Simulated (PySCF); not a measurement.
Molecule: SMILES C=CC(C=C)=O, C5H6O.

Numbering as in the mapped SMILES `[CH2:1]=[CH:2][C:3](=[O:4])[CH:5]=[CH2:6]`. Each H is labelled by its parent atom. Ha(C1), Ha(C6) are cis to C3; Hb(C1), Hb(C6) are trans to C3.

Geometry PBE0-D3(BJ)/def2-SVP throughout; GIAO in PySCF, gas phase, one conformer, non-relativistic; equivalent atoms averaged; functional PBE0.

(1) How do the shifts δ (against TMS, H2O at the same level) depend on the basis set? (ppm; last column core-seconds on shared hosts with different chips, so compare them loosely)

(2) Which nucleus moves most, in ppm?

(3) Taking the largest basis, pcSseg-2 (300 functions), as the yardstick, rank the others by their worst heavy-atom deviation.

## Answers

(1) 
```csv
basis set,functions,C3,C2/C5,C1/C6,O4,H(C2)/H(C5),Ha(C1)/Ha(C6),Hb(C1)/Hb(C6),core-s
STO-3G,36,129.7,112.7,109.3,635.3,6.51,6.40,5.69,5.9
6-31G,66,179.1,133.6,130.1,548.4,6.73,7.35,6.17,12
pcSseg-0,66,201.2,147.6,147.0,663.1,6.65,7.39,6.38,9
6-31G*,96,174.1,129.5,128.7,513.8,6.34,6.85,5.81,16
def2-SVP,114,180.5,134.5,132.9,555.2,6.31,6.88,5.86,18
cc-pVDZ,114,180.7,135.5,133.1,544.0,6.35,6.94,5.89,17
pcSseg-1,132,186.4,141.3,141.3,576.7,6.49,7.08,6.11,12
aug-cc-pVDZ,192,182.3,134.8,133.0,520.6,6.88,7.25,6.11,33
"6-311+G(2d,p)",198,185.6,139.6,138.5,547.1,6.77,7.15,6.02,40
def2-TZVP,222,187.5,141.0,139.7,559.9,6.79,7.12,6.02,49
cc-pVTZ,264,185.8,139.7,138.6,559.0,6.77,7.10,6.02,58
IGLO-III,270,191.5,144.6,143.2,562.4,6.78,7.15,6.04,59
pcSseg-2,300,193.0,145.6,144.5,566.3,6.78,7.16,6.07,30
```

(2) O4 (ketone oxygen): from 513.8 ppm with 6-31G* to 663.1 ppm with pcSseg-0. The smallest spread is 0.56 ppm, at H(C2)/H(C5). Proton shifts span only some 12 ppm, so a few tenths of a ppm matter as much there as several ppm in carbon.

(3) IGLO-III 3.9 ppm (270 functions), def2-TZVP 6.4 ppm (222 functions), cc-pVTZ 7.3 ppm (264 functions), pcSseg-1 10.4 ppm (132 functions), def2-SVP 12.5 ppm (114 functions), 6-31G 17.9 ppm (66 functions), 6-311+G(2d,p) 19.2 ppm (198 functions), cc-pVDZ 22.3 ppm (114 functions), aug-cc-pVDZ 45.7 ppm (192 functions), 6-31G* 52.5 ppm (96 functions), STO-3G 69.0 ppm (36 functions), pcSseg-0 96.8 ppm (66 functions).

A small basis that lands close on one nucleus may do so by chance; judge by the trend and by all nuclei.
